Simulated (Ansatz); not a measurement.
Basis-set extrapolation for `COC(=S)SC` (PBE0-D4/def2-TZVP geometry, frozen core, Ansatz). Multiplicity 1, RHF reference.

|  | def2-TZVPP | def2-QZVPP |
| --- | --- | --- |
| HF | -987.091101 | -987.122419 |
| MP2 correlation | -1.094124 | -1.176726 |
| CCSD(T) correlation | -1.195891 | not run |

Energies in hartree. Use E(X) = E(∞) + A·exp(−7.88·√X) for Hartree–Fock and E(X) = E(∞) + B·X^(−2.97) for correlation, with X = 3 and 4, and add CCSD(T) minus MP2 of the smaller set to the MP2 limit.

Q: What is the CCSD(T) energy at the basis-set limit?

A: HF limit: -987.122419 + (-0.031318) × 0.13774 = -987.12673. MP2 limit: -1.176726 + (-0.082602) × 0.74074 = -1.23791. Higher-order term: -1.195891 − (-1.094124) = -0.10177. Total: -988.46641 hartree, 112.6 kcal/mol below CCSD(T)/def2-TZVPP.
